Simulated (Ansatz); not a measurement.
## Trigonal Te

Computed with HSE06 (plane waves, PAW; Ansatz, a quantum-chemistry and plane-wave program).

Run with plane-wave cutoff 500 eV, 6×6×4 k mesh (along the axes of the cell as run), gaussian smearing 0.02 eV, scalar-relativistic PAW data made under PBE.

Cell: relaxed at this level.

* **equilibrium volume per atom**: 36.55 Å³/atom
* **lattice parameter a**: 4.671 Å
* **lattice parameter c**: 5.803 Å
* **band gap**: 1.07 eV (on the SCF k mesh)

Measured, for comparison: band gap 0.33 eV (temperature not stated, not corrected to a static lattice, compiled measured gap; kind and temperature not stated; as tabulated in Kothakonda et al. (2022), arXiv:2208.02841); lattice constant a 4.456 Å, lattice parameter c 5.928 Å (293 K, not corrected to a static lattice; as tabulated in Wikipedia's data pages). Computed (rounded) less measured: lattice constant a +4.8 %, lattice parameter c -2.1 %.

Note: the cell comes from a level without a dispersion term, which matters for the spacing of layers, chains or molecules.

Spin–orbit coupling is not included; with these elements it can move the gap by several tenths of an eV or more.

Static lattice: no zero-point or thermal effects.
